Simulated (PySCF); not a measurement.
Species: ethyl isothiocyanate, C3H5NS.
Bonds: C1–C2, C2–N3, N3–C4 (double), C4–S5 (double). Hydrogens: H6, H7, H8 on C1; H9, H10 on C2.

The same species was optimised twice, with GFN2-xTB and with PBE0-D3(BJ)/def2-SVP (PySCF), and the same property calculations (PySCF, gas phase) were run on both structures.

| coordinate | GFN2-xTB | PBE0-D3(BJ)/def2-SVP | change |
| --- | --- | --- | --- |
| C4=S5 (Å) | 1.558 | 1.585 | +0.027 |
| C1–H6 (Å) | 1.087 | 1.100 | +0.013 |
| C1–H8 (Å) | 1.087 | 1.100 | +0.013 |
| C1–H7 (Å) | 1.088 | 1.100 | +0.012 |
| C2–H9 (Å) | 1.096 | 1.104 | +0.008 |
| C2–H10 (Å) | 1.096 | 1.104 | +0.008 |
| N3=C4 (Å) | 1.190 | 1.185 | -0.005 |
| C1–C2 (Å) | 1.526 | 1.521 | -0.005 |
| C2–N3 (Å) | 1.411 | 1.412 | +0.001 |
| C2–N3–C4 (°) | 148.8 | 162.2 | +13.4 |
| N3–C4–S5 (°) | 170.3 | 177.5 | +7.2 |
| H9–C2–H10 (°) | 108.2 | 106.1 | -2.1 |
| N3–C2–H9 (°) | 107.3 | 108.5 | +1.2 |
| N3–C2–H10 (°) | 107.4 | 108.5 | +1.1 |
| H6–C1–H8 (°) | 109.0 | 108.4 | -0.6 |
| H6–C1–H7 (°) | 108.9 | 108.4 | -0.5 |
| C2–C1–H7 (°) | 110.4 | 110.9 | +0.5 |
| C1–C2–N3–C4 (°) | -3 | -1 | +2 |

Rotational constants: A = 15376, B = 1754, C = 1606 MHz (GFN2-xTB) against A = 17438, B = 1620, C = 1510 MHz (PBE0-D3(BJ)/def2-SVP). Point groups within 0.08 Å: Cs and Cs.

On the GFN2-xTB structure: HOMO (eV) -7.02 [PBE0/pcSseg-1]; LUMO (eV) -0.36 [PBE0/pcSseg-1]; dipole (D) 3.53 [PBE0/pcSseg-1]; GIAO shielding of C1 (ppm) 166.5 [PBE0/pcSseg-1]; GIAO shielding of C2 (ppm) 145.6 [PBE0/pcSseg-1]; GIAO shielding of N3 (ppm) 150.2 [PBE0/pcSseg-1]; GIAO shielding of C4 (ppm) 42.8 [PBE0/pcSseg-1]; GIAO shielding of S5 (ppm) 732.1 [PBE0/pcSseg-1].

Question: What do these properties become on the PBE0-D3(BJ)/def2-SVP structure?

Answer: 
```json
{"property": "HOMO (eV)", "level": "PBE0/pcSseg-1", "on GFN2-xTB": "-7.02", "on PBE0-D3(BJ)/def2-SVP": "-6.97", "change": "+0.05"}
{"property": "LUMO (eV)", "level": "PBE0/pcSseg-1", "on GFN2-xTB": "-0.36", "on PBE0-D3(BJ)/def2-SVP": "0.07", "change": "+0.43"}
{"property": "dipole (D)", "level": "PBE0/pcSseg-1", "on GFN2-xTB": "3.53", "on PBE0-D3(BJ)/def2-SVP": "4.03", "change": "+0.50"}
{"property": "energy, GFN2-xTB geometry as zero (kcal/mol)", "level": "PBE0/pcSseg-1", "on GFN2-xTB": "0.0", "on PBE0-D3(BJ)/def2-SVP": "-1.2", "change": "-1.2"}
{"property": "GIAO shielding of C1 (ppm)", "level": "PBE0/pcSseg-1", "on GFN2-xTB": "166.5", "on PBE0-D3(BJ)/def2-SVP": "165.9", "change": "-0.6"}
{"property": "GIAO shielding of C2 (ppm)", "level": "PBE0/pcSseg-1", "on GFN2-xTB": "145.6", "on PBE0-D3(BJ)/def2-SVP": "145.4", "change": "-0.2"}
{"property": "GIAO shielding of N3 (ppm)", "level": "PBE0/pcSseg-1", "on GFN2-xTB": "150.2", "on PBE0-D3(BJ)/def2-SVP": "152.9", "change": "+2.7"}
{"property": "GIAO shielding of C4 (ppm)", "level": "PBE0/pcSseg-1", "on GFN2-xTB": "42.8", "on PBE0-D3(BJ)/def2-SVP": "49.3", "change": "+6.5"}
{"property": "GIAO shielding of S5 (ppm)", "level": "PBE0/pcSseg-1", "on GFN2-xTB": "732.1", "on PBE0-D3(BJ)/def2-SVP": "744.2", "change": "+12.1"}
```

The heavy atoms differ by 0.102 Å rms after alignment. Among all bonds C4=S5 changes most (+0.027 Å). Changes are differences of the printed values. Neither structure is proved a minimum here.

Conformer computed: `[CH3:1][CH2:2][N:3]=[C:4]=[S:5]`: C1–C2–N3–C4 -1°.
